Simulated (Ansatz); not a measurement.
# B₂HF (triplet): from Hartree-Fock to the top rungs, cc-pVDZ

One table from this session's results is given with a row withheld; the runs are named, their logs left out.

The runs use Ansatz 0.2.0, Gaussian basis; cc-pVDZ, core rule «outside noble gas», up to 3 orbitals frozen.

Plan: UHF; CCSD(T) on ROHF; CCSD(T) on UHF; BCCD(T) on ROHF; CISD; CCSDT(Q) on ROHF; CCSDT(Q) on UHF; CASSCF and MRCISD+Q, 10 electrons in 10 orbitals; CASSCF and NEVPT2, 10 electrons in 10 orbitals.

19 further runs of the same task are left out: 8 that didn't finish, 11 set aside as unsound or not needed.

## The geometry

The geometry is a PBE0/def2-TZVP stationary point (not a proven minimum) of the parent state, kept for this charge and spin.

4 atoms, charge 0, spin multiplicity 3.

Atoms are counted from 1 here; the program's logs count them from 0.

Bond lengths: B1–B2 1.516 Å, B1–H4 1.173 Å, B2–F3 1.285 Å. Angles: B2–B1–H4 180.0°, B1–B2–F3 180.0°.

Set-up of the first run:

The input, in.yaml:

```yaml
crystal:
  periodic: [false, false, false]
  atoms:
    - {symbol: B, position_ang: [0.000000, 0.000000, 0.785790]}
    - {symbol: B, position_ang: [0.000000, 0.000000, -0.729869]}
    - {symbol: F, position_ang: [0.000000, 0.000000, -2.014787]}
    - {symbol: H, position_ang: [0.000000, 0.000000, 1.958867]}
basis:
  gaussian: {orbitals: cc-pVDZ}
magnetization: {spin_polarized: true, initial_magnetization: 2}
hamiltonian: {xc: hf}
output: {orbitals: {seedname: orbitals}}
```

Command:

```
ansatz run in.yaml --threads 1 --pin off --events-out ev --progress --plain --max-ram 2393MiB
```

Steps of the session up to this table: UHF; CCSD(T) on ROHF; CCSD(T) on UHF; BCCD(T) on ROHF; CISD; CCSDT(Q) on ROHF; CCSDT(Q) on UHF; CASSCF and MRCISD+Q, 10 electrons in 10 orbitals; CASSCF and NEVPT2, 10 electrons in 10 orbitals.

One of the session's tables, all rows but one given; the rest of the session is left out.

```
           method  from UCCSDT(Q) (meV)
             ROHF               +9425.3
              UHF                     ?
             RMP2                +889.2
             UMP2                +893.0
             CISD                +984.0
            RCCSD                +265.3
            UCCSD                +263.3
         RCCSD(T)                 +45.6
         UCCSD(T)                 +45.3
          BCCD(T)                 +41.5
           RCCSDT                 +18.0
           UCCSDT                 +17.5
        RCCSDT(Q)                  +3.3
        UCCSDT(Q)                     0
  CASSCF frontier               +5806.2
  MRCISD frontier                +475.0
MRCISD+Q frontier                 +79.2
```

**Question.** Estimate the row for UHF.

The run gave: from UCCSDT(Q) (meV): +9338.7. In the column «from UCCSDT(Q) (meV)» it lies between CASSCF frontier (+5806.2) and ROHF (+9425.3).

Not comparable, so not listed: CASSCF and NEVPT2, 10 electrons in 10 orbitals (they don't share determinant, frozen orbitals or solution with the rows shown, or repeat one).

Limits of these values: Restricted and unrestricted rows rest on different reference determinants; where their highest levels disagree by more than a few hundredths of an eV, they describe different states and don't form one ladder. Warnings in the runs' records: passed over end.
